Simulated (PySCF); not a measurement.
H2Si, SMILES [SiH2] (connectivity only; charge and spin as stated), charge +1, multiplicity 2.

Geometry: PBE-D3(BJ)/def2-TZVPD. The isomer is the one that the SMILES or the coordinates give; other isomers of the formula were not compared.

Method: TDA-B3LYP/def2-TZVPD (PySCF 2.14.0).

Vertical excitations. Isolated molecule, no solvent.

| state | energy (eV) | λ (nm) | f | main pairs |
|---|---|---|---|---|
| root 1 | 2.09 | 592 | 0.006 | α HOMO→LUMO 99 % |
| root 2 | 4.54 | 273 | 0.010 | β HOMO→LUMO 97 % |
| root 3 | 4.84 | 256 | 0.000 | α HOMO−1→LUMO 44 %, β HOMO→LUMO+1 55 % |
| root 4 | 5.52 | 225 | 0.000 | α HOMO−1→LUMO 55 %, β HOMO→LUMO+1 44 % |
| root 5 | 6.66 | 186 | 0.005 | α HOMO→LUMO+1 97 % |
| root 6 | 7.47 | 166 | 0.099 | α HOMO→LUMO+2 90 %, β HOMO→LUMO+2 7 % |
| root 7 | 8.42 | 147 | 0.024 | α HOMO→LUMO+5 11 %, α HOMO−1→LUMO+2 10 %, β HOMO−1→LUMO 75 % |
| root 8 | 8.43 | 147 | 0.000 | α HOMO−2→LUMO 35 %, β HOMO−1→LUMO+1 57 % |
| root 9 | 8.79 | 141 | 0.006 | α HOMO−1→LUMO+1 46 %, β HOMO→LUMO+2 49 % |
| root 10 | 9.20 | 135 | 0.127 | α HOMO→LUMO+3 99 % |
Unrestricted roots are not spin-pure.
